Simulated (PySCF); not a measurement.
# CClF3: the cost of one run

Method: levels as typed in each script, gas phase, geometry from GFN2-xTB; program: PySCF 2.14.0.

### 1 The starting structure

5 atoms, charge 0, spin multiplicity 1.

Bond lengths: F1–C2 1.323 Å, C2–F3 1.323 Å, C2–F4 1.323 Å, C2–Cl5 1.775 Å. Angles: F1–C2–F3 108.2°, F1–C2–F4 108.2°, F1–C2–Cl5 110.7°, F3–C2–F4 108.2°, F3–C2–Cl5 110.7°, F4–C2–Cl5 110.7°.

Coordinates:

```xyz
5
CClF3
F     0.8189   -0.6470    1.0543
C     0.3510    0.0000    0.0000
F     0.8185    1.2367    0.0330
F     0.8181   -0.5897   -1.0877
Cl   -1.4238    0.0000    0.0002
```

### 2 Response to an electric field (B3LYP/def2-svpd)

input.py reads:

```python
import numpy as np
from pyscf import gto, scf, dft
from pyscf.scf import atom_ks, atom_hf
from scipy.linalg import block_diag

def solve(mol, dm0=None, hcore=None):
    mf = (dft.UKS if mol.spin else dft.RKS)(mol, xc='b3lyp')
    mf.grids.level = 3
    mf = mf.density_fit(auxbasis='def2-universal-jkfit')
    mf.conv_tol, mf.max_cycle = 1e-8, 80
    if hcore is not None:
        mf.get_hcore = lambda *args: hcore
    mf.kernel(dm0)
    if not mf.converged:
        mf = mf.newton().run(mf.mo_coeff, mf.mo_occ, max_cycle=30)
    assert mf.converged, 'SCF not converged'
    return mf

mol = gto.M(atom='''
F      0.81888    -0.64703     1.05430
C      0.35098     0.00000     0.00004
F      0.81850     1.23668     0.03299
F      0.81808    -0.58965    -1.08770
Cl    -1.42382     0.00000     0.00020
''', basis='def2-svpd', charge=0, spin=0, verbose=4)
field = np.array([-0.0, -0.0, -0.005])  # atomic units
mol.set_common_orig(mol.atom_charges() @ mol.atom_coords() / mol.atom_charges().sum())
mf = solve(mol)
out = dict(dm0=mf.make_rdm1(), d0=mf.dip_moment(unit='AU'), e0=mf.e_tot)
for name, sign in (('p', 1), ('m', -1)):
    h = mf.get_hcore() + sign * np.einsum('x,xij->ij', field, mol.intor('int1e_r'))
    mi = solve(mol, mf.make_rdm1(), h)
    out.update({'dm' + name: mi.make_rdm1(), 'd' + name: mi.dip_moment(unit='AU'), 'e' + name: mi.e_tot})
# spherically averaged free atoms, for the promolecule
atm = atom_ks.get_atm_nrks(mol, xc='b3lyp')
pro = block_diag(*[(atm[a[0]][2] * atm[a[0]][3]) @ atm[a[0]][2].T for a in mol._atom])
np.savez('result.npz', pro=pro, **out)
```

Started as:

```
$ OMP_NUM_THREADS=1 python input.py
```

What time and memory should one allow on 1 thread of Intel Xeon 6975P-C (Granite Rapids), shared host?

About 12 s, with a peak of 0.54 GiB.
